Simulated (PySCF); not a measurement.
## Electric properties by functional and basis

Nitric acid, HNO3.
SMILES: `O=[N+]([O-])O`

PySCF, dipoles from the SCF density, polarisabilities from static response with core orbitals frozen. Isolated species at its PBE0-D3(BJ)/def2-SVP geometry (one conformer only).

The anisotropy is √(½[(α1 − α2)² + (α2 − α3)² + (α3 − α1)²]).

| level | μ (D) | α (Å³) | anisotropy (Å³) |
| --- | --- | --- | --- |
| PBE0/6-31G* | 2.458 | 2.71 | 2.27 |
| PBE0/def2-SVP | 2.466 | 2.66 | 2.27 |
| PBE0/6-31+G* | 2.540 | 3.37 | 2.21 |
| PBE0/aug-cc-pVDZ | 2.407 | 3.68 | 2.09 |
| PBE0/def2-TZVP | 2.470 | 3.25 | 2.24 |
| PBE0/def2-TZVPD | 2.401 | 3.75 | 2.08 |
| PBE0/aug-cc-pVTZ | 2.401 | 3.75 | 2.08 |

The dipole runs from 2.40 D (PBE0/aug-cc-pVTZ) to 2.54 D (PBE0/6-31+G*). No reference polarisability is at hand; against PBE0 in the largest diffuse basis at hand (aug-cc-pVTZ) the other PBE0 rows deviate by 6-31G* -28%, def2-SVP -29%, 6-31+G* -10%, aug-cc-pVDZ -2%, def2-TZVP -13%, def2-TZVPD 0%. With PBE0 the polarisability is 2.87 Å³ without diffuse functions (mean of 6-31G*, def2-SVP and def2-TZVP) and 3.64 Å³ with them (mean of 6-31+G*, aug-cc-pVDZ, def2-TZVPD and aug-cc-pVTZ).
